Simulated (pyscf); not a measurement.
Four-centre exchange: HO–P(OH)–OH + hydrogen (H₂) → HO–P(OH)–OH + hydrogen (H₂)

Gas phase, singlet surface, charge 0. Bonds broken: O1–H5, H8–H9. Bonds formed: O1–H8, H5–H9. Optimised with ωB97X-D3(BJ)/def2-SVP in PySCF.

Transition state (Å):

```xyz
9

O     -0.5368     0.9664    -0.4356
P     -0.0442    -0.5558    -0.0976
O      0.4267    -0.2374     1.4610
O     -1.4980    -1.2730     0.2303
H      0.1083     2.0436    -0.0058
H      0.9530    -0.9602     1.8242
H     -1.7069    -1.9152    -0.4593
H     -0.7481     1.8822     0.5272
H     -0.1764     2.7104     0.7155
```

One imaginary mode, 2680i cm⁻¹; descent along it reached the two sides named.

| bond | change | reactant side (Å) | saddle | product side |
|---|---|---|---|---|
| O1–H5 | breaks | 0.971 | 1.327 | 3.1 |
| H8–H9 | breaks | 0.761 | 1.024 | 3.1 |
| O1–H8 | forms | 3.0 | 1.345 | 0.971 |
| H5–H9 | forms | 2.474 | 1.023 | 0.761 |

Electronic energies relative to the separated reactants (eV):

```csv
level,barrier,reaction energy,reverse barrier
ωB97X-D3(BJ)/def2-TZVP,3.05,0.00,3.05
PBE/def2-TZVP,2.62,0.00,2.62
r²SCAN/def2-TZVP,2.81,0.00,2.81
B3LYP-D3(BJ)/def2-TZVP,2.91,0.00,2.91
PBE0-D3(BJ)/def2-TZVP,2.84,0.00,2.84
M06-2X/def2-TZVP,3.13,0.00,3.13
ωB97M-D3(BJ)/def2-TZVP,3.00,0.00,3.00
HF/def2-TZVP,3.94,0.00,3.94
```

With ωB97M-D3(BJ)/def2-TZVP energies and thermal terms (ideal gas, 1 atm, RRHO with modes under 100 cm⁻¹ raised to 100, one conformer, R ln 2 for chiral ones without a mode under 150 cm⁻¹), in eV:

```
T (K)   ΔH‡   ΔG‡    ΔH    ΔG
-----  ----  ----  ----  ----
298    2.96  3.31  0.00  0.00
600    2.92  3.69  0.00  0.00
900    2.92  4.07  0.00  0.00
1200   2.93  4.45  0.00  0.00
```

The same reactants have a lower exit, to HO–PH–OH + H₂O (barrier +2.69 eV at ωB97M-D3(BJ)/def2-TZVP, against +3.00 eV here). This is the saddle that the search found; another between the same sides may lie lower.
